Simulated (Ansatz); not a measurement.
C₄H₈S (`C=C(C)SC`). The species carries charge 0 and has multiplicity 1. All single points use the PBE0-D4/def2-TZVP geometry. It is one conformer, not always the lowest.

```xyz
13

C     0.191    2.068    0.352
C    -0.118    0.785    0.174
C    -0.271   -0.182    1.303
S    -0.492    0.234   -1.457
C     0.156   -1.445   -1.479
H     0.303    2.474    1.351
H     0.319    2.744   -0.485
H    -1.265   -0.638    1.296
H    -0.122    0.324    2.257
H     0.459   -0.993    1.236
H    -0.025   -1.816   -2.488
H    -0.364   -2.094   -0.774
H     1.229   -1.461   -1.287
```

Question: What is the dipole moment at ωB97M-V/def2-TZVPP? (An estimate is asked.)

Answer: Computed: 1.70 D, with components (0.55, -1.33, 0.91) D in this frame, pointing from negative to positive charge.

Question: And with PBE, r2SCAN, B3LYP? (Best estimate.)

Answer: Computed: PBE 1.73 D, r2SCAN 1.81 D, B3LYP 1.71 D.

Question: Give the Mulliken charges with ωB97M-V, r2SCAN, B3LYP in def2-TZVPP. (Best estimate.)

Answer: The calculation gave: 
```json
{"atom": "C1", "ωB97M-V": "-0.24", "r2SCAN": "-0.23", "B3LYP": "-0.25"}
{"atom": "C2", "ωB97M-V": "0.01", "r2SCAN": "0.03", "B3LYP": "0.03"}
{"atom": "C3", "ωB97M-V": "-0.32", "r2SCAN": "-0.12", "B3LYP": "-0.24"}
{"atom": "S4", "ωB97M-V": "-0.01", "r2SCAN": "-0.08", "B3LYP": "-0.07"}
{"atom": "C5", "ωB97M-V": "-0.38", "r2SCAN": "-0.17", "B3LYP": "-0.29"}
{"atom": "H6", "ωB97M-V": "0.09", "r2SCAN": "0.07", "B3LYP": "0.09"}
{"atom": "H7", "ωB97M-V": "0.10", "r2SCAN": "0.08", "B3LYP": "0.10"}
{"atom": "H8", "ωB97M-V": "0.13", "r2SCAN": "0.07", "B3LYP": "0.10"}
{"atom": "H9", "ωB97M-V": "0.10", "r2SCAN": "0.05", "B3LYP": "0.08"}
{"atom": "H10", "ωB97M-V": "0.11", "r2SCAN": "0.06", "B3LYP": "0.09"}
{"atom": "H11", "ωB97M-V": "0.14", "r2SCAN": "0.08", "B3LYP": "0.12"}
{"atom": "H12", "ωB97M-V": "0.13", "r2SCAN": "0.08", "B3LYP": "0.11"}
{"atom": "H13", "ωB97M-V": "0.14", "r2SCAN": "0.08", "B3LYP": "0.12"}
```

B3LYP here is the variant with VWN-RPA as its local correlation; programs differ in this.
